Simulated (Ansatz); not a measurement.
`P[SiH2]Cl`, one more setting.

```yaml
crystal:
  periodic: [false, false, false]
  atoms:
    - {symbol: P, position_ang: [-1.563976, 0.152266, -0.293853]}
    - {symbol: Si, position_ang: [0.659272, -0.036607, 0.466872]}
    - {symbol: Cl, position_ang: [0.867803, -1.942248, 1.464024]}
    - {symbol: H, position_ang: [-1.322080, -0.741852, -1.463340]}
    - {symbol: H, position_ang: [-1.242695, 1.392167, -1.064346]}
    - {symbol: H, position_ang: [0.935421, 1.091395, 1.504302]}
    - {symbol: H, position_ang: [1.730515, 0.013478, -0.661644]}
basis:
  gaussian: {orbitals: cc-pVDZ}
hamiltonian: {xc: {name: CAM-B3LYP}, pseudopotentials: {relativity: none}}
output: {forces: true}
```

```sh
$ ansatz run in.yaml --threads 2 --pin off --events-out ev --progress --plain --max-ram 4352MiB
```

It prints (some lines left out):

```
Functional definition: CAM-B3LYP
742 factors; integrals over basis functions are off by at most 1.2e-3 eV
264 factors; integrals over basis functions are off by at most 1.4e-5 eV
mean field evaluation 1: about -29755.1058 eV, gradient 1.2e1 eV
mean field evaluation 2: about -29755.3310 eV, gradient 1.0e1 eV
mean field evaluation 4: about -29755.6230 eV, gradient 8.9e-1 eV
mean field evaluation 8: about -29755.7120 eV, gradient 1.5e-2 eV
mean field evaluation 16: about -29755.7120 eV, gradient 1.8e-5 eV
mean field -29755.71204501 eV, -1093.5022485080 hartree, gradient 1.8e-5 eV, S^2 0.000000; 0 other end points of the search recorded, 0 dependent functions left out
reference -29755.71216774 eV, -1093.5022530183 hartree; 25, 25 occupied and 49, 49 virtual orbitals, 742 factors
Total energy: -29755.71216774 eV, -1093.5022530183 hartree
Atom 0 at    -1.563976     0.152266    -0.293853 Å, force     1.273495     0.125474    -1.098190 eV/Å
Atom 1 at     0.659272    -0.036607     0.466872 Å, force     0.139602     0.068752     0.056881 eV/Å
Atom 2 at     0.867803    -1.942248     1.464024 Å, force    -0.106334     0.965450    -0.497348 eV/Å
Atom 3 at    -1.322080    -0.741852    -1.463340 Å, force    -0.162963     0.688130     0.871145 eV/Å
Atom 4 at    -1.242695     1.392167    -1.064346 Å, force    -0.203909    -0.933235     0.560032 eV/Å
Atom 5 at     0.935421     1.091395     1.504302 Å, force    -0.185543    -0.836995    -0.690496 eV/Å
Atom 6 at     1.730515     0.013478    -0.661644 Å, force    -0.754346    -0.077577     0.797976 eV/Å
Dipole moment:     0.000415     0.339547    -0.287089 e Å
```

It took 1.7 s on 2 threads of an Arm Neoverse V1 on a shared host, with 0.35 GiB of host memory at the peak.
